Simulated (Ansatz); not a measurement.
in.yaml

```yaml
crystal:
  periodic: [false, false, false]
  atoms:
    - {symbol: B, position_ang: [0.000000, -1.029260, 1.071367]}
    - {symbol: B, position_ang: [0.000000, 0.408908, 1.666092]}
    - {symbol: Ge, position_ang: [0.000000, 0.074225, -0.441263]}
    - {symbol: H, position_ang: [0.000000, 1.304568, 2.439302]}
basis:
  gaussian: {orbitals: cc-pVDZ}
magnetization: {spin_polarized: false, initial_magnetization: 3}
correlation: {method: ccsd, electrons: valence}
scf: {omitted_lower_state_checks: [cluster_reference]}
```

```sh
$ ansatz run in.yaml --threads 1 --pin off --events-out ev --progress --plain --max-ram 2393MiB
```

The program prints:

```
these checks for a lower state are left out or cut short: cluster_reference
637 factors; integrals over basis functions are off by at most 8.6e-4 eV
mean field evaluation 1: about -57824.9461 eV, gradient 1.3e1 eV
mean field evaluation 2: about -57825.0168 eV, gradient 1.3e1 eV
mean field evaluation 4: about -57826.2467 eV, gradient 3.5e0 eV
mean field evaluation 8: about -57826.4567 eV, gradient 7.5e-1 eV
mean field evaluation 16: about -57826.5221 eV, gradient 2.2e-2 eV
mean field evaluation 32: about -57826.4829 eV, gradient 5.8e-5 eV
mean field evaluation 64: about -57826.5079 eV, gradient 1.0e0 eV
mean field evaluation 96: about -57826.4772 eV, gradient 6.7e-1 eV
mean field evaluation 128: about -57826.0580 eV, gradient 3.8e0 eV
mean field -57826.52218355 eV, -2125.0854940208 hartree, gradient 2.8e-6 eV, S^2 3.750000; 12 other end points of the search recorded, 0 dependent functions left out
11 core orbitals not correlated: weight in the atoms' cores, before any rotation towards them, 1.000 or more for the frozen orbitals, at most 0.000 for the correlated occupied ones
reference -57826.52218355 eV, -2125.0854940208 hartree; 12, 9 occupied and 37, 40 virtual orbitals, 637 factors
second order -5.79520331 eV of doubles, -0.09452919 eV of singles
cycle   1  -6.43123883 eV  change   -5.4e-1 eV  update   9.1e-2
cycle   2  -6.72945055 eV  change   -3.0e-1 eV  update   4.0e-2
cycle   3  -6.78639114 eV  change   -5.7e-2 eV  update   3.1e-2
cycle   4  -6.81169507 eV  change   -2.5e-2 eV  update   2.4e-2
cycle   5  -6.83969888 eV  change   -2.8e-2 eV  update   1.7e-2
cycle   6  -6.85067961 eV  change   -1.1e-2 eV  update   1.0e-2
cycle   7  -6.86110822 eV  change   -1.0e-2 eV  update   5.6e-3
cycle   8  -6.86172774 eV  change   -6.2e-4 eV  update   2.5e-3
cycle   9  -6.86180220 eV  change   -7.4e-5 eV  update   1.1e-3
cycle  10  -6.86226689 eV  change   -4.6e-4 eV  update   4.1e-4
cycle  11  -6.86220934 eV  change    5.8e-5 eV  update   1.6e-4
cycle  12  -6.86219908 eV  change    1.0e-5 eV  update   6.0e-5
cycle  13  -6.86217141 eV  change    2.8e-5 eV  update   2.5e-5
cycle  14  -6.86216262 eV  change    8.8e-6 eV  update   1.2e-5
Total energy: -57833.38434617 eV, -2125.3376738457 hartree
Checks for a lower state left out: cluster_reference
```

Ran on 1 thread of Intel Xeon, shared host: 20 s wall, 0.19 GiB peak host memory.
